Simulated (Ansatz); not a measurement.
Rock-salt BaS was calculated with PBE0 (plane waves, PAW; Ansatz, an electronic-structure program).

Run with plane-wave cutoff 460 eV, 8×8×8 k mesh, Fermi–Dirac smearing 0.01 eV, scalar-relativistic PAW data made under PBE.

Energies at three volumes about the minimum:

| V (Å³/atom) | E − E_lowest (meV/atom) |
|---|---|
| 31.890 | 4.31 |
| 32.832 | 0.00 |
| 33.652 | 2.44 |

### Question
Fit a parabola by hand: where is the minimum, what lattice constant follows, and what is the bulk modulus?

### Answer
Slopes: (0.00 − 4.31)/(32.832 − 31.890) = -4.575 and (2.44 − 0.00)/(33.652 − 32.832) = 2.976 meV/Å³. Curvature E″ = 2 × (2.976 − (-4.575))/(33.652 − 31.890) = 8.571 meV/Å⁶. From the middle of the first interval, the slope vanishes at V0 = 32.3610 − (-4.575)/8.571 = 32.895 Å³/atom. B = V0 E″ = 32.895 × 8.571 meV/Å³ × 0.1602 GPa per meV/Å³ = 45.2 GPa. With 8 atoms in the cube, a = (8 × 32.895)^(1/3) = 6.408 Å. The full Birch–Murnaghan fit to all volumes gives V0 = 32.874 Å³/atom and B0 = 44.4 GPa.

Measured, for comparison: lattice constant a 6.389 Å (room temperature, no zero-point or thermal correction; as tabulated in Lucero et al. (2012), arXiv:1111.4515).
